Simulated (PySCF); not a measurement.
C3H4ClN.
Z-matrix (Å and degrees, PBE0-D3(BJ)/def2-SVP geometry), rows numbered from 1:
```
C 
N   1  1.2670
C   2  1.3861  1  120.91
C   3  1.3419  2  123.79  1    50.73
Cl  4  1.7212  3  122.73  2   175.40
H   1  1.1071  2  122.93  3     4.69
H   1  1.0986  2  119.37  3  -175.92
H   3  1.0952  2  115.67  1  -135.04
H   4  1.0927  3  122.68  2    -0.46
```

Computed with EOM-IP-CCSD/aug-cc-pVDZ in PySCF, restricted Hartree–Fock reference, frozen core, non-relativistic, gas phase, PBE0-D3(BJ)/def2-SVP geometry.

Hartree–Fock orbital energies give these Koopmans values (eV): HOMO 9.34, HOMO-1 11.99, HOMO-2 12.57, HOMO-3 12.94, HOMO-4 14.14, HOMO-5 15.26, HOMO-6 16.86, HOMO-7 17.99.

**Question.** What vertical ionisation energies does EOM-IP-CCSD give?

**Answer.** 
```csv
leading hole (HF orbital),Koopmans (eV),EOM-IP-CCSD (eV),change (eV),one-hole share
HOMO,9.34,8.99,-0.35,0.96
HOMO-1,11.99,10.74,-1.25,0.95
HOMO-2,12.57,11.58,-0.99,0.95
HOMO-3,12.94,12.35,-0.59,0.95
HOMO-4,14.14,13.16,-0.98,0.94
HOMO-5,15.26,14.13,-1.13,0.95
HOMO-6,16.86,15.50,-1.36,0.94
HOMO-7,17.99,16.18,-1.81,0.93
```

**Question.** Does the order of the lines follow the orbital energies?

**Answer.** Yes, no two lines change places. The corrections run from -1.81 to -0.35 eV, with a mean of -1.06 eV over the 8 lines; no line lies above its Koopmans value. Koopmans values leave out both the relaxation of the orbitals and the change in correlation energy.

**Question.** At what kinetic energies would He II light (40.81 eV) eject these electrons?

**Answer.** 31.82 eV (HOMO), 30.07 eV (HOMO-1), 29.23 eV (HOMO-2), 28.46 eV (HOMO-3), 27.65 eV (HOMO-4), 26.68 eV (HOMO-5), 25.31 eV (HOMO-6), 24.63 eV (HOMO-7).

**Question.** What total energy has the lowest final state, and which wavelength reaches it?

**Answer.** E(CCSD) + ionisation energy = -630.61910 + 0.33027 = -630.28883 Eh, at the geometry of the initial state. The threshold wavelength is 1239.84 eV nm/8.99 eV = 137.9 nm.

One root was sought for each valence orbital with −ε under 21 eV, eight at most, so deeper holes and satellites are missing; no vibrational structure.

On Arm Neoverse V1, one thread, shared host with 32 logical CPUs at a one-minute load of 10, this took 5.4 min and 2.9 GiB of memory at its peak.

One conformer stands for the species.
